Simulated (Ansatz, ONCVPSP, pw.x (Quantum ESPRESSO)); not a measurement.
**Equation-of-state test of one ONCV potential (W (Z = 74))**

```
Element                 : W
Generator               : ONCVPSP 4.0.1.1 (patched build)
Type                    : optimised norm-conserving Vanderbilt (ONCV)
Functional              : LDA (Perdew-Wang 92)
Relativity              : scalar-relativistic
Frozen core             : [Kr] 4d10 4f14
Valence charge          : 14
Reference configuration : 5s2 5p6 5d4 6s2
Partial waves           : 5s+6s: rc 1.60 bohr, ncon 4, nbas 8, qcut 9.7 1/bohr, 2 projectors; 5p: rc 1.75 bohr, ncon 5, nbas 9, qcut 8.9 1/bohr, 3 projectors, debl 2.4 Ha; 5d: rc 1.75 bohr, ncon 3, nbas 7, qcut 5.9 1/bohr, 2 projectors, debl 1.6 Ha
Local potential         : polynomial inside 1.05 bohr (lpopt 3, dvloc0 -1 Ha)
Core correction         : none
```

Crystal test: fcc W in pw.x 7.5, no spin, 14³ k-points, Fermi–Dirac smearing 0.01 Ry, cutoffs 80/320 Ry. The reference is all-electron LAPW (Ansatz 0.2.0) with the same functional, mesh and smearing; V0 and B0 come from Birch–Murnaghan fits to the pressures at five volumes. Errors are pseudo minus all-electron; Δ is the rms difference of the E(V) curves that follow from these fits, minima aligned, over ±6 % about the mean V0. Mesh and smearing are coarse, so the numbers serve the comparison and aren't converged zero-temperature values; the lattice is a test structure that the element need not adopt.

All-electron: a0 = 3.975 Å (V0 = 15.70 Å³/atom), B0 = 309.7 GPa.

How far does the potential miss the all-electron equation of state?

mean pressure error (GPa): -5.10; a0 (Å): 3.953; a0 error (%): -0.56; B0 error (%): +0.2; Δ (meV/atom): 17.7. This is a poor potential for the solid. Atomic configuration tests: 1 of 4 tests not solved or not reliable.

```
V (Å³/atom)  P all-electron (GPa)  P pseudo (GPa)
     14.903                 17.87           11.75
     15.295                  8.51            2.97
     15.687                  0.24           -4.80
     16.079                 -7.07          -11.66
     16.471                -13.52          -17.70
```

At the middle volume, how do free energy and pressure move when the wave cutoff is lowered (ecutrho kept at four times it)?

| cutoff (Ry) | shift of F (meV/atom) | shift of P (GPa) |
| --- | --- | --- |
| 36 | +4150.7 | -126.92 |
| 48 | +720.6 | -38.97 |
| 64 | +30.0 | -3.02 |

The run at the middle volume (104 k-points, 7 iterations) took about 30 s on one core of a shared host (Neoverse-N1, 64 threads, 124 GiB, load 58).
